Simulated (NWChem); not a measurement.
System: N₂H₄ anion, doublet; SMILES of the neutral closed-shell parent NN

NWChem printed, in part:

```
             Northwest Computational Chemistry Package (NWChem) 7.3.0
             --------------------------------------------------------

                             Geometry "geometry" -> ""
                             -------------------------

 Output coordinates in angstroms (scale by  1.889725989 to convert to a.u.)

  No.       Tag          Charge          X              Y              Z
 ---- ---------------- ---------- -------------- -------------- --------------
    1 N                    7.0000    -0.07775600     0.72165800     0.12848800
    2 N                    7.0000     0.07775600    -0.72165800     0.12848800
    3 H                    1.0000     0.87771700     1.08477400     0.22478900
    4 H                    1.0000    -0.36520800     1.01202600    -0.83391800
    5 H                    1.0000    -0.87771700    -1.08477400     0.22478900
    6 H                    1.0000     0.36520800    -1.01202600    -0.83391800

 Effective nuclear repulsion energy (a.u.)      41.0788580624

                                 NWChem DFT Module
                                 -----------------

 Summary of "ao basis" -> "ao basis" (spherical)
 ------------------------------------------------------------------------------
       Tag                 Description            Shells   Functions and Types
 ---------------- ------------------------------  ------  ---------------------
 N                          6-31+g*                  8       18   4s3p1d
 H                          6-31+g*                  2        2   2s

 in cosmo_initialize ...
 calling solv_data for solv:dmso

 solvent parameters
 solvname_short: dmso
 solvname_long:  dimethylsulfoxide
 dielec:       46.8260
 dielecinf:     2.0079
 nonaqueous SMD model solvent descriptors
 dielec:       46.8260
 sola:          0.0000
 solb:          0.8800
 solc:          0.0000
 solg:         61.7800
 solh:          0.0000
 soln:          1.4170

          ---------------
          -cosmo- solvent
          ---------------
 Cosmo: York-Karplus, doi: 10.1021/jp992097l
 dielectric constant -eps-     =  46.83
 screen = (eps-1)/(eps    )    =   0.97864
 surface charge correction     = lagrangian

   van der Waals surface
 --------------------------

[...]

                                COSMO-SMD solvation results
                                ---------------------------

             internal energy in gas <Psi(g)|H|Psi(g)> =      -111.728707744611
         internal energy in solvent <Psi(s)|H|Psi(s)> =      -111.720458308730
                               delta internal energy  =         0.008249435881 (    5.18 kcal/mol)
   total free energy in solvent <Psi(s)|H+V/2|Psi(s)> =      -111.840732723355
 polarization energy contribution <Psi(s)|V/2|Psi(s)> =        -0.120274414625 (  -75.47 kcal/mol)
    total free energy in solvent including G(SMD-CDS) =      -111.835804790318
                       G(SMD-CDS) energy contribution =         0.004927933037 (    3.09 kcal/mol)
     1 M fixed-concentration free energy of solvation =        -0.107097045707 (  -67.20 kcal/mol)

                    DFT Final Alpha Molecular Orbital Analysis
                    ------------------------------------------

 Vector    8  Occ=1.000000D+00  E=-3.687129D-01
              MO Center=  2.3D-09, -9.5D-09,  2.4D-01, r^2= 1.7D+00
   Bfn.  Coefficient  Atom+Function         Bfn.  Coefficient  Atom+Function
  ----- ------------  ---------------      ----- ------------  ---------------
     3      0.326874  1 N  px                21     -0.326874  2 N  px
     7      0.236352  1 N  px                25     -0.236352  2 N  px
     5     -0.187640  1 N  pz                23     -0.187640  2 N  pz
     9     -0.158885  1 N  pz                27     -0.158885  2 N  pz
     6     -0.151004  1 N  s                 24     -0.151004  2 N  s

 Vector    9  Occ=1.000000D+00  E=-3.553000D-01
              MO Center= -7.9D-09,  2.1D-08,  1.9D-01, r^2= 1.7D+00
   Bfn.  Coefficient  Atom+Function         Bfn.  Coefficient  Atom+Function
  ----- ------------  ---------------      ----- ------------  ---------------
     5      0.357505  1 N  pz                23     -0.357505  2 N  pz
     9      0.271768  1 N  pz                27     -0.271768  2 N  pz
     6      0.159534  1 N  s                 24     -0.159534  2 N  s
     3     -0.152175  1 N  px                21     -0.152175  2 N  px
    39     -0.146879  4 H  s                 43      0.146879  6 H  s

 Vector   10  Occ=1.000000D+00  E=-6.020463D-02
              MO Center= -3.8D-08,  1.7D-07, -6.8D-02, r^2= 8.4D+00
   Bfn.  Coefficient  Atom+Function         Bfn.  Coefficient  Atom+Function
  ----- ------------  ---------------      ----- ------------  ---------------
    10      3.813109  1 N  s                 28     -3.813109  2 N  s
    12     -2.055101  1 N  py                30     -2.055101  2 N  py
     6      0.431362  1 N  s                 24     -0.431362  2 N  s
    11      0.166371  1 N  px                29      0.166371  2 N  px
    13      0.150174  1 N  pz                31     -0.150174  2 N  pz

 Vector   11  Occ=0.000000D+00  E= 1.939891D-02
              MO Center= -3.0D-08,  2.5D-08, -2.7D-01, r^2= 7.4D+00
   Bfn.  Coefficient  Atom+Function         Bfn.  Coefficient  Atom+Function
  ----- ------------  ---------------      ----- ------------  ---------------
    10      0.980550  1 N  s                 28      0.980551  2 N  s
    12      0.527263  1 N  py                30     -0.527263  2 N  py
     6     -0.488378  1 N  s                 24     -0.488378  2 N  s
     8     -0.168716  1 N  py                26      0.168716  2 N  py
    11      0.157201  1 N  px                29     -0.157201  2 N  px

[...]
```

Level: M05-2X/6-31+G* (spherical d), spin-unrestricted, SMD on the gas-phase geometry. In the optimisation the excess spin sits in a (C2, its own frame). Coordinates come from a B3LYP/def2-SVPD, spin-unrestricted optimisation. The spin multiplicity was typed, not searched, and may not be the lowest. No stability test was run on the SCF state. The gas-phase anion has a positive highest level at the geometry level, so the gas reference is doubtful. Solvent: dimethyl sulfoxide.

Task: Reconstruct the input file.

Result: One answer among several that fit: the input that was run:
```
start job
memory heap 200 mb stack 900 mb global 1100 mb
charge -1
geometry units angstroms noautosym nocenter noautoz
  N     -0.077756     0.721658     0.128488
  N      0.077756    -0.721658     0.128488
  H      0.877717     1.084774     0.224789
  H     -0.365208     1.012026    -0.833918
  H     -0.877717    -1.084774     0.224789
  H      0.365208    -1.012026    -0.833918
end
basis spherical
  * library 6-31+g*
end
dft
  odft
  mult 2
  xc m05-2x
  iterations 150
end
cosmo
  do_cosmo_smd true
  solvent dmso
end
task dft energy
```
